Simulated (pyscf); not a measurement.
PySCF, gas phase, ωB97X-D3(BJ)/def2-SVP geometries.

Question: PBE/def2-TZVP puts the barrier of CH₄ + Cl–SiH•–Cl -> H₃C–SiH(Cl)–Cl + H• (substitution at C; doublet surface; C–H broken, C–Si formed) at 39.2 kcal/mol and the reaction energy at +19.1 kcal/mol, from the separated reactants. What do B3LYP-D3(BJ)/def2-TZVP, PBE0-D3(BJ)/def2-TZVP, ωB97M-D3(BJ)/def2-TZVP give on the same structures?

Answer: B3LYP-D3(BJ): ΔE‡ = 43.0 kcal/mol, ΔE = +19.3 kcal/mol; PBE0-D3(BJ): ΔE‡ = 40.6 kcal/mol, ΔE = +15.7 kcal/mol; ωB97M-D3(BJ): ΔE‡ = 43.8 kcal/mol, ΔE = +14.5 kcal/mol. PBE's barrier lies under all of them, by 1.4 to 4.6 kcal/mol. Its reaction energy lies among theirs. This is the saddle that the search found; another between the same sides may lie lower. The angle at the attacked C is 178°.
